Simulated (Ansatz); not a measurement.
H3O2S+: structure from calculated spectroscopic constants

These gas-phase data were calculated for one isomer of H3O2S+ at PBE0-D3(BJ)/def2-SVP (harmonic, unscaled wavenumbers; equilibrium rotational constants with average atomic masses):

| Property | Result |
| --- | --- |
| rotational constants | 27.51, 8.207, 6.856 GHz |
| all wavenumbers above 1500 cm⁻¹ | 3731, 3720, 2646 |

Candidates:

(1) `O[SH+]O`, a singlet
(2) `OS[OH2+]`, a singlet

Task: Assign the data to one candidate and say why.

Result: Candidate (1). The band at 2646 cm⁻¹ lies where the S–H stretch is expected; (2) has no mode between 2500 and 2800 cm⁻¹.

The same quantities for all candidates:

|  | rotational constants (GHz) | wavenumbers above 1500 cm⁻¹ | E above the lowest, PBE0-D3(BJ)/def2-SVP (kcal/mol) |
| --- | --- | --- | --- |
| (1) | 27.51, 8.207, 6.856 | 3731, 3720, 2646 | 0.0 |
| (2) | 22.81, 7.307, 5.796 | 3779, 3697, 3666, 1578 | 4.0 |

Harmonic stretches to hydrogen usually lie a few per cent above observed fundamentals. Each candidate is one conformer. Programs: Ansatz 0.2.0.
